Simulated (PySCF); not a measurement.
H₂CO was optimised in PySCF in the def2-TZVP basis family (density fitting, no spin–orbit coupling) with several functionals.

One of them gave a singlet of C2v symmetry with a mean bond of 1.149 Å to C, wavenumbers 1154, 1223, 1484, 1769, 2791, 2836 cm⁻¹ and a HOMO–LUMO gap of 3.61 eV.

Task: Which level of theory was it?
A. B3LYP
B. PBE
C. PBE0

Result: B. That is PBE, with C–H 1.119 Å (×2), C–O 1.208 Å. The others give PBE0 1.138 Å and 2962 cm⁻¹ for the highest mode; B3LYP 1.138 Å and 2938 cm⁻¹ for the highest mode.

Each species is the lowest minimum found with this bonding; other isomers or fragments can lie lower.
